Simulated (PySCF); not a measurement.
Excitation energies in several basis sets

Compound: C₄H₇ClO.
Atom-mapped SMILES: `[CH3:1][O:2][C@@H:3]1[CH2:4][C@H:5]1[Cl:6]` (hydrogens: H7, H8, H9 on C1; H10 on C3; H11, H12 on C4; H13 on C5)

Structure used (PBE0-D3(BJ)/def2-SVP), in Å, numbered top down from 1:
```
atom  x, y, z in Å
C1     1.6618   -0.9860    0.4624
O2     0.2652   -1.0049    0.5685
C3    -0.3031    0.2392    0.4270
C4    -1.7172    0.2917   -0.0415
C5    -0.6136    0.7407   -0.9521
Cl6   -0.4263    2.4459   -1.3328
H7     2.0187   -2.0179    0.5813
H8     1.9950   -0.6033   -0.5207
H9     2.1240   -0.3586    1.2481
H10    0.0200    0.9986    1.1554
H11   -2.1941   -0.6614   -0.2848
H12   -2.3709    1.0534    0.3893
H13   -0.3511    0.0929   -1.7923
```

TDDFT with PBE0 (PySCF), vertical singlets, core orbitals frozen in the response, spherical d and f functions. Isolated species at its PBE0-D3(BJ)/def2-SVP geometry (one conformer only).

Question: How do the low singlets change with the basis? Take 6-31G*, def2-SVP, def2-SVPD and def2-TZVP.

Answer: 

| basis | functions | diffuse | S1 (eV) | S2 (eV) | S3 (eV) | S4 (eV) | S5 (eV) | LUMO (eV) | α (au) |
| --- | --- | --- | --- | --- | --- | --- | --- | --- | --- |
| 6-31G* | 102 | no | 6.61 | 7.45 | 8.06 | 8.46 | 8.75 | 1.05 | 52.9 |
| def2-SVP | 123 | no | 6.82 | 7.62 | 7.96 | 8.14 | 8.41 | 1.20 | 53.3 |
| def2-SVPD | 186 | yes | 6.45 | 7.11 | 7.25 | 7.34 | 7.59 | 0.50 | 66.1 |
| def2-TZVP | 234 | no | 6.49 | 7.30 | 7.53 | 7.69 | 8.04 | 0.76 | 62.6 |

States are compared by their number. Against the only diffuse basis here (def2-SVPD, itself not a converged limit), sets without diffuse functions differ by up to 0.36 eV in S1 and 1.15 eV in S5. State by state, the largest deviation of a set without diffuse functions is S1 0.36, S2 0.51, S3 0.81, S4 1.12, S5 1.15 eV. The same number needn't mean the same state in each row. Against def2-SVPD the polarisability deviates by -20% in 6-31G*, -19% in def2-SVP, -5% in def2-TZVP.
